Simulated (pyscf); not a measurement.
PySCF, gas phase, ωB97X-D3(BJ)/def2-SVP geometries.

Q: Estimate the classical barrier height and the reaction energy of H₃Si–SH + silylamine (H₂N–SiH₃) → H₃Si–NH–SiH₃ + H₂S at ωB97M-D3(BJ)/def2-TZVP. The step runs on the singlet surface, breaks S–Si, H–N and forms N–Si, H–S; take the separated reactants as zero.

A: ΔE‡ = 1.00 eV, ΔE = -0.01 eV. Zero-point energy shifts the barrier by +0.02 eV. It is a four-centre exchange, with an imaginary mode of 292i cm⁻¹. On the reactant side the descent ends in a complex, 0.21 eV under the separated species and 1.19 eV under the saddle at ωB97X-D3(BJ)/def2-TZVP. One saddle was located; it need not be the lowest between these sides.
